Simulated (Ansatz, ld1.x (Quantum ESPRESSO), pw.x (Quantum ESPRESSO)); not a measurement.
## Ti: does the TM potential hold in the solid?

titanium, norm-conserving Troullier–Martins (Kleinman–Bylander form), made with ld1.x (Quantum ESPRESSO) 7.5 (LDA (PW92), scalar-relativistic). Core [Ar], reference 3d2 4s2 4p0. Waves: 4p (bound, empty): rc 3.05 bohr; 3d (bound): rc 1.15 bohr; 4s (bound): rc 2.65 bohr. Local part: the s channel. Core correction: Bessel-smoothed model core inside 1.20 bohr.

Atomic tests: cutoffs needed: 120 Ry and 140 Ry (the cutoffs (Ry, on a coarse ladder) from which the occupation-weighted sum of valence levels, in a spherical-Bessel basis at the reference potential, stays within 10 and 1 mRy of its value at 400 Ry); ghost test: no extra level below or beside the all-electron valence levels (p, d, s, f tested) (spherical-Bessel basis up to 400 Ry, 20 bohr box); configuration tests: 4 of 9 tests not solved or not reliable.

Crystal test: sc Ti in pw.x 7.5, no spin, 13³ k-points, Fermi–Dirac smearing 0.01 Ry, cutoffs 170/680 Ry. The reference is all-electron LAPW (Ansatz 0.2.0) with the same functional, mesh and smearing; V0 and B0 come from Birch–Murnaghan fits to the pressures at five volumes. Errors are pseudo minus all-electron; Δ is the rms difference of the E(V) curves that follow from these fits, minima aligned, over ±6 % about the mean V0. Mesh and smearing are coarse, so the numbers serve the comparison and aren't converged zero-temperature values; the lattice is a test structure that the element need not adopt.

| V (Å³/atom) | P all-electron (GPa) | P pseudo (GPa) |
| --- | --- | --- |
| 15.983 | 4.62 | 16.90 |
| 16.403 | 1.98 | 13.28 |
| 16.824 | -0.39 | 10.04 |
| 17.245 | -2.51 | 7.12 |
| 17.665 | -4.41 | 4.49 |

All-electron: a0 = 2.559 Å (V0 = 16.75 Å³/atom), B0 = 90.9 GPa.

Pseudopotential: mean pressure error (GPa): +10.51. The pressure does not cross zero within the volumes sampled, so no fit is given. The largest radius (3.05 bohr) exceeds half the bond length (2.42 bohr), so the spheres overlap, which is one possible source of error among others. This is a poor potential for the solid. Atomic configuration tests: 4 of 9 tests not solved or not reliable.

Task: At the middle volume, how do free energy and pressure move when the wave cutoff is lowered (ecutrho kept at four times it)?

Result:

```json
{"cutoff (Ry)": "76", "shift of F (meV/atom)": "+2628.7", "shift of P (GPa)": "-73.74"}
{"cutoff (Ry)": "102", "shift of F (meV/atom)": "+410.8", "shift of P (GPa)": "-21.05"}
{"cutoff (Ry)": "136", "shift of F (meV/atom)": "+11.2", "shift of P (GPa)": "-1.36"}
```

The run at the middle volume (84 k-points, 6 iterations) took about 25 s on one core of a shared host (Neoverse-V2, 96 threads, 742 GiB, load 52).
